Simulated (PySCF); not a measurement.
# What binds LiC: the parts of the energy along the bond

State: ⁴Σ⁻, quartet, unpaired electrons σ ↑, π ↑↑. ROHF-based CCSD(T) in PySCF 2.14 with Li cc-pVTZ, C cc-pVTZ and Li cc-pVQZ, C cc-pVQZ (frozen core orbitals: 2; no relativity). Correlation energies are extrapolated as n⁻³ (n = 3, 4), Hartree–Fock as (n+1)·exp(−9√n). CV is the change on freezing 0 orbitals instead, in Li cc-pCVTZ, C cc-pwCVTZ. SR is the spin-free X2C energy in Li cc-pVTZ-DK, C cc-pVTZ-DK less the non-relativistic one in Li cc-pVTZ, C cc-pVTZ. All energies in eV from Li + C.

```json
{"R (Å)": "1.6579", "HF/CBS": "-1.772", "CCSD corr.": "-0.521", "(T)": "-0.0505", "CV": "-0.0488", "SR": "0.0015", "total": "-2.390"}
{"R (Å)": "1.7333", "HF/CBS": "-1.944", "CCSD corr.": "-0.523", "(T)": "-0.0524", "CV": "-0.0382", "SR": "0.0021", "total": "-2.555"}
{"R (Å)": "1.8086", "HF/CBS": "-2.031", "CCSD corr.": "-0.528", "(T)": "-0.0545", "CV": "-0.0295", "SR": "0.0026", "total": "-2.640"}
{"R (Å)": "1.8840", "HF/CBS": "-2.055", "CCSD corr.": "-0.534", "(T)": "-0.0566", "CV": "-0.0223", "SR": "0.0031", "total": "-2.665"}
{"R (Å)": "1.9594", "HF/CBS": "-2.031", "CCSD corr.": "-0.541", "(T)": "-0.0589", "CV": "-0.0163", "SR": "0.0034", "total": "-2.644"}
{"R (Å)": "2.0536", "HF/CBS": "-1.954", "CCSD corr.": "-0.551", "(T)": "-0.0617", "CV": "-0.0100", "SR": "0.0038", "total": "-2.573"}
{"R (Å)": "2.1478", "HF/CBS": "-1.841", "CCSD corr.": "-0.561", "(T)": "-0.0645", "CV": "-0.0048", "SR": "0.0043", "total": "-2.467"}
```

A fit to the total gives Re = 1.8836 Å, De = 2.665 eV, ωe = 695.4 cm⁻¹, Be = 1.073 cm⁻¹ (masses 7.0160 and 12.0000 u).

**Question.** At R = 1.8840 Å the CCSD correlation energy is -0.109515 hartree in the smaller basis and -0.114501 in the larger. Extrapolate it.

**Answer.** (4³·E4 − 3³·E3)/(4³ − 3³) = -0.11814 hartree; the larger basis holds 96.9 % of it.

The T1 diagnostic is 0.021. The state was picked by a PBE0 search and need not be the measured ground state. Spin–orbit coupling, excitations beyond (T) and corrections to the Born–Oppenheimer picture are left out.
